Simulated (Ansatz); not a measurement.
Two shapes of singlet C3H8.

Shape 1:

```xyz
11

C     0.0000    0.0000    0.0000
C     0.0000    0.8556    1.2684
C     0.0000    0.0000    2.5368
H     0.0000    0.6484   -0.8762
H     0.8898   -0.6294   -0.0144
H    -0.8898   -0.6294   -0.0144
H    -0.8818    1.4963    1.2684
H     0.8818    1.4963    1.2684
H     0.0000    0.6484    3.4131
H    -0.8898   -0.6294    2.5512
H     0.8898   -0.6294    2.5512
```

Shape 2:

```xyz
11

C    -0.0068    0.0492   -0.0054
C     0.0266    0.8202    1.2452
C     0.0158   -0.0322    2.5020
H    -0.0244    0.6509   -0.8326
H     0.9358   -0.6336    0.0048
H    -0.8562   -0.6442    0.0195
H    -0.8523    1.4574    1.2795
H     0.9156    1.4997    1.3051
H    -0.0081    0.6451    3.4623
H    -0.8493   -0.6051    2.5675
H     0.8557   -0.6582    2.5288
```

Basis set: cc-pVDZ (spherical functions). Left uncorrelated: 3 orbitals. Charge 0, multiplicity 1.

Computed with Ansatz (development build ahead of 0.2.0); each method stands on the lowest determinant of its kind that the runs found.

Task: Which shape is lower in energy, and by how much in each method?

Result:

```json
{"method": "RHF", "E(2) − E(1) (eV)": "0.481"}
{"method": "RHF-MP2", "E(2) − E(1) (eV)": "0.481"}
```

Shape 1 is lower.
